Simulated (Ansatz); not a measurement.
Mulliken charges of `[SiH]O[SiH3]` from ωB97M-V/def2-TZVPP in Ansatz (PBE0-D4/def2-TZVP geometry).

```tsv
atom	x (Å)	y (Å)	z (Å)	charge (e)
Si1	-1.692	-1.473	-0.230	0.233
O2	-0.369	-0.805	0.485	-0.362
Si3	0.732	0.415	0.316	0.314
H4	-1.779	-0.510	-1.441	-0.094
H5	0.447	1.182	-0.923	-0.025
H6	0.635	1.304	1.500	-0.033
H7	2.088	-0.181	0.247	-0.033
```

**Question.** By hand: the dipole of these point charges (1 e Å = 4.8032 D).

**Answer.** Σ q r = (0.035, 0.060, -0.029) e Å, of length 0.075 e Å = 0.36 D.

**Question.** How does the dipole of the full density compare? (Best estimate.)

**Answer.** The calculation gave: (0.078, 0.106, -0.035) e Å, 0.65 D; the point charges give 0.55 times that, at 10° from its direction.

Point charges leave out the atoms' own dipoles, such as those of lone pairs, and Mulliken's split depends on the basis, so the two needn't agree.
